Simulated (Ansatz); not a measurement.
```xyz
2

C     0.0083    0.0026   -0.1589
H     0.0000    0.0079    0.9772
```

RHF on singlet CH(+) was run in several spherical basis sets with Ansatz (development build ahead of 0.2.0). Caution for RHF: in another basis set an unrestricted determinant lies well below.

**Question.** Rank the basis sets by the total energy that they give, lowest first, with the distance from the lowest.
A. STO-3G
B. cc-pVTZ
C. def2-TZVP

**Answer.** C (0.00 eV), B (0.01 eV), A (12.33 eV).

Totals follow the description of the cores as much as that of the bonds, so this order isn't one of quality for chemistry.
